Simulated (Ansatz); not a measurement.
H$_{2}$OSi, SMILES `O=[SiH2]`. Charge 0, multiplicity 1. All single points use the PBE0-D4/def2-TZVP geometry.

```xyz
4

O     1.000   -0.624    1.010
Si    0.024   -0.015    0.024
H    -1.447   -0.219    0.076
H     0.423    0.858   -1.110
```

What is the dipole moment at r2SCAN/def2-TZVPP? (Estimate.)

The calculation gave: 3.53 D, with components (-2.28, 1.42, -2.30) D in this frame, pointing from negative to positive charge.

And with PBE, B3LYP, ωB97M-V? (Best estimate.)

Computed: PBE 3.38 D, B3LYP 3.67 D, ωB97M-V 3.74 D.

Give the Mulliken charges with r2SCAN, ωB97M-V, B3LYP in def2-TZVPP. (Best estimate.)

Ansatz gave: 
```
atom  r2SCAN  ωB97M-V  B3LYP
  O1   -0.53    -0.53  -0.51
 Si2    0.67     0.57   0.61
  H3   -0.07    -0.02  -0.05
  H4   -0.07    -0.02  -0.05
```

B3LYP here is the variant with VWN-RPA as its local correlation; programs differ in this.
